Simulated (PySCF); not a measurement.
**SO (triplet): changing the method**

What do other methods print for SO (triplet)?

Program: PySCF 2.14.0. Level of theory: each script names its method and basis. These are calculated values, not measurements.

### 1 The system as given

SO (triplet): 2 atoms, charge 0, spin multiplicity 3.

Bond lengths: S1–O2 1.427 Å.

### 2 Base script

The input, input.py:

```python
from pyscf import gto, dft

mol = gto.M(
    atom='S 0 0 0; O 0 0 1.427',
    basis='3-21g',
    charge=0,
    spin=2,
    verbose=4,
)
mf = dft.UKS(mol, xc='m06l')
mf.kernel()
mf.dip_moment()
print('orbital energies (hartree):', [e[max(0, n-3):n+3].round(4) for e, n in zip(mf.mo_energy, mol.nelec)])
```

Launch:

```console
> OMP_NUM_THREADS=1 python input.py
```

Its log is not repeated here.

In short: E(SCF) = -470.909169 Eh, 9 cycles, ⟨S²⟩ = 2.003, μ = 1.13 D.

The bond length is a typed value, not an optimised one. The triplet is typed in the script; nothing here shows that it is the ground state.

### 3 Pw6b95

Variant 1 changes functional: m06l → pw6b95.

The input, input.py:

```python
from pyscf import gto, dft

mol = gto.M(
    atom='S 0 0 0; O 0 0 1.427',
    basis='3-21g',
    charge=0,
    spin=2,
    verbose=4,
)
mf = dft.UKS(mol, xc='pw6b95')
mf.kernel()
mf.dip_moment()
print('orbital energies (hartree):', [e[max(0, n-3):n+3].round(4) for e, n in zip(mf.mo_energy, mol.nelec)])
```

Launch:

```console
> OMP_NUM_THREADS=1 python input.py
```

### 4 Population analysis

Variant 2 changes step after the SCF: none → analyze.

input.py, as its differences from that of step 2:

```diff
@@ -11,3 +11,3 @@
 mf.kernel()
-mf.dip_moment()
+mf.analyze()
 print('orbital energies (hartree):', [e[max(0, n-3):n+3].round(4) for e, n in zip(mf.mo_energy, mol.nelec)])
```

### 5 Mn15

Variant 3 changes functional: m06l → mn15.

input.py, as its differences from that of step 2:

```diff
@@ -9,3 +9,3 @@
 )
-mf = dft.UKS(mol, xc='m06l')
+mf = dft.UKS(mol, xc='mn15')
 mf.kernel()
```

### 6 Geometry optimisation

Variant 4 changes step after the SCF: none → optimize.

The input, input.py:

```python
from pyscf import gto, dft
from pyscf.geomopt.geometric_solver import optimize

mol = gto.M(
    atom='S 0 0 0; O 0 0 1.427',
    basis='3-21g',
    charge=0,
    spin=2,
    verbose=4,
)
mf = dft.UKS(mol, xc='m06l')
mf.kernel()
g = mf.nuc_grad_method()
g.grid_response = True
mol_eq = optimize(g.as_scanner(), maxsteps=30)
print('optimised geometry (angstrom)')
print(mol_eq.tostring('raw'))
print('orbital energies (hartree):', [e[max(0, n-3):n+3].round(4) for e, n in zip(mf.mo_energy, mol.nelec)])
```

### 7 CASCI (ROHF)

Variant 5 changes step after the SCF: none → casci; SCF type: UKS → ROHF; functional: m06l → none (Hartree–Fock); active space: none → 2 electrons in 3 orbitals.

The input, input.py:

```python
from pyscf import gto, scf, mcscf

mol = gto.M(
    atom='S 0 0 0; O 0 0 1.427',
    basis='3-21g',
    charge=0,
    spin=2,
    verbose=4,
)
mf = scf.ROHF(mol)
mf.kernel()
mc = mcscf.CASCI(mf, 3, 2)
mc.kernel()
mc.analyze()
mf.dip_moment()
print('orbital energies (hartree):', mf.mo_energy[..., max(0, mol.nelec[1]-3):mol.nelec[0]+3].round(4))
```

Before running it: what results should come out? Wanted: for each run, E(SCF); from base; gap, α spin; SCF dipole; after the SCF.

**Answer**, as computed:

| run | E(SCF) (hartree) | from base (eV) | cycles | gap, α spin (eV) | SCF dipole (D) | after the SCF |
| --- | --- | --- | --- | --- | --- | --- |
| base | -470.909169 | 0 | 9 | 6.87 | 1.13 | n/a |
| pw6b95 | -471.317210 | not comparable | 9 | 9.08 | 1.24 | n/a |
| population analysis | -470.909169 | 0.0000 | 9 | 6.87 | 1.13 | n/a |
| mn15 | -470.413456 | not comparable | 9 | 10.39 | 1.23 | n/a |
| geometry optimisation | -470.909169 | 0.0000 | 9 | 6.87 | n/a | bond 1.629 Å, -1.155 eV |
| CASCI (ROHF) | -469.913679 | not comparable | 9 | n/a | 1.56 | n/a |

SCF columns refer to the geometry typed in the script.

In words: The α-spin gap between the frontier levels is 6.9 eV with m06l (0 % exact exchange) and 10.4 eV with mn15 (44 %): exact exchange opens it. A lower total energy from another functional means nothing by itself. The dearest run is “geometry optimisation”, at 13 s against 2.8 s.
